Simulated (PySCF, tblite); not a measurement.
One entry of a table of gas-phase calculations, keyed by method. Lists by class give the value and the number of equivalent atoms.

```json
{
 "formula": "C6H5",
 "smiles": "C#C/C=C\\[C]=C",
 "charge": 0,
 "multiplicity": 2,
 "geometry_level": "GFN2-xTB",
 "atoms_angstrom": [
  ["C", -1.17, -0.034, 2.268],
  ["C", -1.18, 0.384, 1.133],
  ["C", -1.199, 0.87, -0.16],
  ["C", -0.22, 0.561, -1.116],
  ["C", 0.829, -0.231, -0.908],
  ["C", 1.847, -0.997, -0.712],
  ["H", -1.164, -0.395, 3.252],
  ["H", -2.015, 1.522, -0.437],
  ["H", -0.329, 1.005, -2.1],
  ["H", 1.813, -2.062, -0.899],
  ["H", 2.793, -0.619, -0.349]
 ],
 "electronic_structure_code": "PySCF",
 "results": {
  "GFN2-xTB geometry": {
   "point_group": "Cs",
   "rotational_constants_GHz": [6.832, 2.504, 1.855]
  },
  "GFN2-xTB harmonic vibrations, gas phase": {
   "strongest_ir_bands_cm-1_km_per_mol_modes": [
    [548.1, 26.8, 1],
    [853.2, 37.0, 1],
    [1988.2, 130.4, 1],
    [3017.2, 27.1, 1],
    [3029.0, 25.2, 1],
    [3067.0, 31.2, 1]
   ],
   "zpe_kcal_per_mol": 48.8
  },
  "UKS B3LYP, pcH-1 on C H, non-relativistic, mean-field spin-orbit, GIAO": {
   "g_iso": 2.00248,
   "g_tensor": [2.00218, 2.00235, 2.00293],
   "s2": 0.779,
   "a_iso_by_class_MHz": [
    ["1H", 87.5, 2],
    ["13C", 56.6, 1],
    ["13C", -49.0, 1],
    ["13C", -44.5, 1],
    ["1H", -42.7, 1]
   ],
   "spin_populations_mulliken_by_atom": [0.37, -0.19, 0.61, -0.22, 0.47, -0.09, -0.02, -0.03, 0.01, 0.04, 0.04]
  }
 }
}
```

⟨S²⟩ is 0.029 above the pure-spin value S(S + 1) = 0.75. g_iso is shifted by about +170 ppm from the free-electron value 2.002319; the principal values span 0.0008.

 In GFN2-xTB open shells enter through the occupations alone, without spin polarisation, so single modes can be far off. Hyperfine couplings depend on the geometry, which wasn't re-optimised at a DFT level. The unpaired spin is shared among atoms: the largest Mulliken spin population is 0.61.
